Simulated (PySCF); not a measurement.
Homolysis of single bonds, series C F-Cl. Gas-phase values, no solvent. Strings in code marks are SMILES.

The highest occupied spin orbital from two functionals at the same geometries (PBE0-D3(BJ)/def2-TZVP), both in PySCF: PBE-D3(BJ)/def2-TZVP and PBE0-D3(BJ)/def2-TZVP. 

```json
[
 {"species": "radical fragment (`F[C](F)F`)", "PBE-D3(BJ)/def2-TZVP (eV)": "-6.00", "PBE0-D3(BJ)/def2-TZVP (eV)": "-7.90"},
 {"species": "radical fragment (`[F]`)", "PBE-D3(BJ)/def2-TZVP (eV)": "-10.14", "PBE0-D3(BJ)/def2-TZVP (eV)": "-12.46"},
 {"species": "radical fragment (`Cl[C](F)F`)", "PBE-D3(BJ)/def2-TZVP (eV)": "-5.61", "PBE0-D3(BJ)/def2-TZVP (eV)": "-7.32"},
 {"species": "radical fragment (`[Cl]`)", "PBE-D3(BJ)/def2-TZVP (eV)": "-8.04", "PBE0-D3(BJ)/def2-TZVP (eV)": "-9.54"}
]
```

Over these rows, drawn at random from the members with no instability flagged (it was tested for open shells, ions and some series alone), PBE minus PBE0-D3(BJ): mean +1.86 eV, from +1.50 eV to +2.32 eV.
